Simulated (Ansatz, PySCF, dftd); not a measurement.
System: CH4, charge 0, singlet. CH4 (methane, SMILES C).
B3LYP-D3(BJ)/def2-TZVP minimum from Ansatz (a program for electronic structure):
```xyz
5

C      0.0000     0.0000     0.0000
H      0.6205     0.6269     0.6390
H     -0.6429    -0.6249     0.6185
H      0.6369    -0.6328    -0.6166
H     -0.6146     0.6308    -0.6409
```

Property: enthalpy of formation at 298 K (by atomisation, with ideal-gas terms from PySCF's Hessian at B3LYP-D3(BJ)/def2-TZVP and the atoms' measured values of the G2/97 table; no spin-orbit terms), in kcal/mol. Open shells are spin-unrestricted; no spin-orbit coupling. Cores are frozen in correlated methods. Rows without X2C or -DK are non-relativistic. CBS(X,Y): correlation extrapolated as X^-3, Hartree-Fock from the larger set (Q,5: extrapolated as (X+1)exp(-9√X)). A bracket is a step between two methods taken in the basis named. Functionals run without relativity, which enters their misses. Double hybrids freeze cores in their MP2 part. '+ core + X2C': CCSD(T) terms for core correlation (cc-pwCVTZ) and scalar relativity (cc-pVTZ-DK). Where a partner has so few electrons that a lower coupled-cluster level is exact, that level stands in.

Measured: -17.8 kcal/mol, -74.5 kJ/mol (Active Thermochemical Tables 1.112 (ions: stationary electron), as tabulated in the package chemicals); atomic spin-orbit terms, which the calculations lack, would raise the computed values.

| level | program | enthalpy of formation at 298 K (kcal/mol) | error against that value |
|---|---|---|---|
| HF/cc-pV5Z | Ansatz | 74.3 | 92.1 |
| PBE/def2-TZVPD | Ansatz | -16.9 | 0.9 |
| r2SCANh/def2-TZVPD | Ansatz | -14.9 | 2.9 |
| CAM-B3LYP-D4/def2-TZVPD | Ansatz + dftd4 | -19.0 | -1.2 |
| CAM-B3LYP/def2-TZVPD | Ansatz | -18.5 | -0.7 |
| B2PLYP/def2-TZVPD | Ansatz | -12.6 | 5.2 |
| B2GP-PLYP/def2-TZVPD | Ansatz | -11.2 | 6.6 |
| CCSD/cc-pV5Z | Ansatz | -12.6 | 5.2 |
| CCSD/CBS(cc-pVQZ,cc-pV5Z) | Ansatz | -13.6 | 4.2 |
| CCSD(T)/cc-pVTZ | Ansatz | -10.4 | 7.4 |
| CCSD(T)/CBS(cc-pVTZ,cc-pVQZ) | Ansatz | -17.2 | 0.6 |
| CCSDT(Q)/cc-pVDZ | Ansatz | 7.4 | 25.2 |
| CCSDT(Q)/cc-pVQZ | Ansatz | -14.4 | 3.4 |
| CCSD(T)/CBS(cc-pVQZ,cc-pV5Z) + [CCSDT(Q) - CCSD(T)]/cc-pVDZ + core + X2C | Ansatz | -17.7 | 0.1 |
| CCSD(T)/CBS(cc-pVQZ,cc-pV5Z) + [CCSDT(Q) - CCSD(T)]/cc-pVQZ + [CCSDTQ - CCSDT(Q)]/cc-pVDZ + core + X2C | Ansatz | -17.6 | 0.2 |
